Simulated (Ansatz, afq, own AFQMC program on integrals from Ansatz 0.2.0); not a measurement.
C₂H₆N, doublet: AFQMC among the cluster methods

```yaml
atoms:
  - { symbol: C, position_ang: [0.4195, -1.8954, -0.6422] }
  - { symbol: N, position_ang: [0.6496, -0.5970, -1.1817] }
  - { symbol: C, position_ang: [1.7489, 0.0649, -0.5629] }
  - { symbol: H, position_ang: [-0.4144, -2.3962, -1.1563] }
  - { symbol: H, position_ang: [0.1790, -1.8482, 0.4411] }
  - { symbol: H, position_ang: [1.3185, -2.5426, -0.7218] }
  - { symbol: H, position_ang: [1.6010, 0.1718, 0.5327] }
  - { symbol: H, position_ang: [2.6920, -0.5091, -0.6832] }
  - { symbol: H, position_ang: [1.8997, 1.0676, -0.9896] }
```

Basis def2-SVP. Only valence electrons are correlated. Ansatz 0.2.0 and our own AFQMC program on the same integrals; the CISD trial comes from CCSD amplitudes, and released means the phaseless constraint is let go. Free AFQMC starts from the CCSD state and is never constrained. Its projection time is finite, and what remains of the start isn't in its error. ± is one standard error of the sampling.

Determinant: UHF, the one that the program's search chose, which needn't be the lowest solution. The geometry is a PBE0/def2-SVP stationary point of this or a neighbouring charge and spin state.

No full CI on the walks' own integrals is used here. The released AFQMC energy serves as the reference, which it does only where one determinant dominates, the energy is flat over the last release times and near the phaseless one (40 meV or 2 meV an electron, half that with transition metals). On small molecules, where full CI could be run and the noise was under 10 meV, such values lay within 10 meV of it in 19 cases of 20, a flattering rate, since the rule was set on those same cases; what remains of the bias isn't in the error bar.

Cautions: the released value is read at 1.00 1/Eh (meV from the phaseless value at times in 1/Eh: -6 ± 3 at 0.24, -10 ± 10 at 0.50, -8 ± 5 at 1.00).

- T1 diagnostic: 0.0121
- weight of the determinant in the CISD state: 0.848
- ⟨S²⟩ of the determinant: 0.762
- size of the correlated space: 19 electrons in 69 orbitals

```json
{"level": "MP2", "correlation energy (eV)": "-11.5563"}
{"level": "CCSD", "correlation energy (eV)": "-12.8449"}
{"level": "CCSD(T)", "correlation energy (eV)": "-13.1862"}
```

(1) Estimate where AFQMC with the constraint released lies against CCSD(T) on the same integrals.

(1) 1.63 ± 0.18 mEh below CCSD(T).

Reference: AFQMC with the constraint released, correlation energy -13.231 ± 0.005 eV.

```tsv
level	E − E(reference) (mEh)	share of correlation (%)
CCSD(T)	1.63 ± 0.18	99.66
ph-AFQMC/HF	0.50 ± 0.78	99.90
ph-AFQMC/CISD	0.31 ± 0.21	99.94
free AFQMC	-0.14 ± 0.48	100.03
```

Free projections are given only where their last times agree within the noise and don't stop above the reference; a slow remainder of the start can still hide under it. Released energies are given only where the last usable release times agree within the noise; a slower fall can still hide under it.
